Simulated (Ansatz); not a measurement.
A trace of molecular dynamics of BClH5Si (8 atoms, charge 0, multiplicity 2).

Method: Ansatz 0.2.0, UKS PBE0/6-31G*.

| Quantity | Value |
| --- | --- |
| ensemble | NVE (velocity Verlet) |
| starting velocities drawn for | 100 K |
| seed | 6950 |

```
time (fs)  T (K)  potential energy less start (eV)  conserved less start (meV/atom)
      0.0    100                             0.000                             0.00
      4.0     53                             0.037                             0.04
      8.0     33                             0.052                             0.02
     12.0     32                             0.053                             0.02
     16.0     56                             0.035                             0.03
     20.0     65                             0.027                             0.03
     24.0     53                             0.036                             0.02
     28.0     41                             0.046                             0.03
     32.0     42                             0.046                             0.04
     36.0     82                             0.014                             0.00
     40.0     51                             0.038                             0.04
     44.0     40                             0.047                             0.03
     48.0     43                             0.045                             0.02
     52.0     61                             0.031                             0.02
     56.0     69                             0.024                             0.03
     60.0     69                             0.024                             0.02
     64.0     70                             0.024                             0.02
     68.0     75                             0.020                             0.04
     72.0    121                            -0.016                             0.01
     76.0    112                            -0.009                             0.03
     80.0    132                            -0.024                             0.03
     84.0    172                            -0.056                             0.02
     88.0    232                            -0.102                             0.02
     92.0    293                            -0.149                             0.03
     96.0    375                            -0.213                             0.02
    100.0    463                            -0.281                             0.02
```

Question: Is this trajectory sound?

Answer: The conserved energy stayed within 0.044 meV per atom of its start (net change 0.023 meV per atom), so the integration is sound. The kinetic energy rose, since the run started high on the potential surface and went downhill. It ends in pieces (BClH2 + H3Si), so much of that is their flight and rotation, not heat. A run of 0.1 ps of so small a system gives no equilibrium averages. The time step was 0.5 fs.

Time of the run: 9.2 min on 1 thread of AMD EPYC 7R43 64-Core Processor (Zen 3), with other jobs on the host, peak memory 0.17 GiB.
